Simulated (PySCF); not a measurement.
# Frontier orbitals and the lowest excitations

C₃H₃FO.
Bonds: C1–C2 (double), C2–C3, C3–O4 (double), C3–F5. Hydrogens: H6, H7 on C1; H8 on C2.

The calculation used TDDFT wB97X-D/def2-SVPD, vertical, gas phase, core orbitals frozen in the response (PySCF 2.14.0, density-fitted response routines). The structure is a single GFN2-xTB conformer in the gas phase; no vibrational or solvent corrections. Torsions of this conformer, `[CH2:1]=[CH:2][C:3](=[O:4])[F:5]`: C1–C2–C3–O4 0°.

Frontier orbitals with the atoms that hold most of them (Löwdin shares over 4%, at most four atoms; ? is withheld):

```csv
orbital,ε (eV),atoms
HOMO-3,-13.35,"F5 27%, C1 20%, O4 12%, C2 12%"
HOMO-2,-13.16,"F5 39%, O4 38%, C3 15%, C2 5%"
HOMO-1,-11.17,"O4 68%, F5 11%, C3 10%, C2 8%"
HOMO,?,?
LUMO,-0.41,?
LUMO+1,2.33,"C1 33%, C2 18%, C3 15%, H7 12%"
LUMO+2,2.95,"C3 24%, H7 16%, F5 16%, C1 14%"
```

**Question.** Which atoms hold the HOMO, and with what shares?

**Answer.** C2 (bonded to 2 C and H) 36%; C1 (bonded to C and 2 H) 34%; O4 (bonded to C) 14%; C3 (bonded to C, F and O) 7%. By element: carbon 78%, oxygen 14%.

**Question.** Which atoms hold the LUMO, and with what shares?

**Answer.** C1 (bonded to C and 2 H) 30%; C2 (bonded to 2 C and H) 20%; C3 (bonded to C, F and O) 20%; O4 (bonded to C) 15%. By element: carbon 70%, oxygen 15%.

**Question.** What is the HOMO energy, and the HOMO–LUMO gap?

**Answer.** ε(HOMO) = -10.88 eV; the gap is 10.48 eV (0.3851 hartree).

**Question.** The HOMO–LUMO gap is 10.48 eV. Where does the response calculation put the lowest singlet, and from which orbitals?

**Answer.** S1 is at 5.23 eV (f = 0.0001), 5.25 eV below the gap, made of HOMO-1→LUMO (94%). Its leading pair isn't HOMO and LUMO; the energies of that pair differ by 10.77 eV. 

**Question.** Give energy, strength and leading configuration of S1, S2, S5, S6 and S8, and follow the Löwdin shares of the leading atoms from the occupied to the empty orbital.

**Answer.** 
- S1 (5.23 eV, f 0.0001), HOMO-1→LUMO (94%): O4 68% → 15%, F5 11% → at most 16%, C1 at most 4% → 30%, C2 8% → 20%
- S2 (6.45 eV, f 0.313), HOMO→LUMO (97%): C2 36% → 20%, C1 34% → 30%
- S5 (8.31 eV, f 0.054), HOMO-2→LUMO (92%): F5 39% → at most 16%, O4 38% → 15%, C1 at most 4% → 30%, C2 5% → 20%
- S6 (8.70 eV, f 0.063), HOMO→LUMO+1 (93%): C2 36% → 18%, C1 34% → 33%
- S8 (9.25 eV, f 0.053), HOMO-1→LUMO+1 (70%): O4 68% → at most 12%, F5 11% → at most 12%, C1 at most 4% → 33%, C2 8% → 18%
